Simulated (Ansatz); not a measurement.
**CHS (quartet): from Hartree-Fock to the top rungs, 6-31G**

How much of the correlation energy of CHS (quartet) does each wave-function method recover here?

Computed with Ansatz 0.2.0, Gaussian basis. Level: 6-31G, core rule «outside noble gas», up to 6 orbitals frozen.

Plan: UHF; CCSD(T) on ROHF; CCSD(T) on UHF; BCCD(T) on ROHF; CISD; CCSDT(Q) on ROHF; CCSDT(Q) on UHF; CISDTQ; CCSDTQ on ROHF; CCSDTQ on UHF; CASSCF and MRCISD+Q, 11 electrons in 9 orbitals; CASSCF and NEVPT2, 11 electrons in 9 orbitals; Full CI.

5 further runs of the same task are left out: 5 set aside as unsound or not needed.

### 1 The geometry

The geometry is a PBE0/def2-TZVP stationary point (not a proven minimum) of the parent state, kept for this charge and spin.

3 atoms, charge 0, spin multiplicity 4.

Atoms are counted from 1 here; the program's logs count them from 0.

Bond lengths: C1–S2 1.638 Å, S2–H3 1.374 Å. Angles: C1–S2–H3 103.4°.

### 2 UHF

The input, in.yaml:

```yaml
crystal:
  periodic: [false, false, false]
  atoms:
    - {symbol: C, position_ang: [0.000000, 0.080818, 1.206103]}
    - {symbol: S, position_ang: [0.000000, -0.069018, -0.424614]}
    - {symbol: H, position_ang: [0.000000, 1.232583, -0.864020]}
basis:
  gaussian: {orbitals: 6-31G}
magnetization: {spin_polarized: true, initial_magnetization: 3}
hamiltonian: {xc: hf}
output: {orbitals: {seedname: orbitals}}
```

On the command line:

```sh
$ ansatz run in.yaml --threads 1 --pin off --events-out ev --progress --plain --max-ram 4096MiB --backend cpu
```

Further steps of the session: CCSD(T) on ROHF; CCSD(T) on UHF; BCCD(T) on ROHF; CISD; CCSDT(Q) on ROHF; CCSDT(Q) on UHF; CISDTQ; CCSDTQ on ROHF; CCSDTQ on UHF; CASSCF and MRCISD+Q, 11 electrons in 9 orbitals; CASSCF and NEVPT2, 11 electrons in 9 orbitals; Full CI.

Q: Predict the results of all the runs planned. Wanted: FCI below the RHF energy; RMP2 from FCI; UMP2 from FCI; RCCSD from FCI; RCCSD(T) from FCI; UCCSD(T) from FCI; RCCSDT(Q) from FCI; UCCSDT(Q) from FCI; NEVPT2 valence from FCI.

As calculated:

```
                         quantity                                                                                                          value
         FCI below the RHF energy                                                                                                     -2.9057 eV
                    RMP2 from FCI                                                                                                     +630.6 meV
                    UMP2 from FCI                                                                                                     +615.8 meV
                   RCCSD from FCI                                                                                                      +63.2 meV
                RCCSD(T) from FCI                                                                                                      +14.6 meV
                UCCSD(T) from FCI                                                                                                      +14.1 meV
               RCCSDT(Q) from FCI                                                                                                       +0.3 meV
               UCCSDT(Q) from FCI                                                                                                       -0.8 meV
          NEVPT2 valence from FCI                                                                                                     +389.4 meV
        MRCISD+Q valence from FCI                                                                                                      +21.7 meV
levels within 1 kcal/mol (43 meV)  RCCSD(T), UCCSD(T), BCCD(T), RCCSDT, UCCSDT, CISDTQ, RCCSDT(Q), UCCSDT(Q), RCCSDTQ, UCCSDTQ, MRCISD+Q valence
                    T1 diagnostic                                                                                                          0.024
   effectively unpaired electrons                                                                                                           3.02
```

In words: RCCSD(T) misses by +14.6 meV, 0.5 % of the correlation energy. One determinant dominates. Of the multireference levels listed MRCISD+Q valence comes nearest in total energy (+21.7 meV), which doesn't show that its space is the better one. These misses are within one basis, not against nature; the frozen cores of restricted and unrestricted runs differ, which can shift their rows.
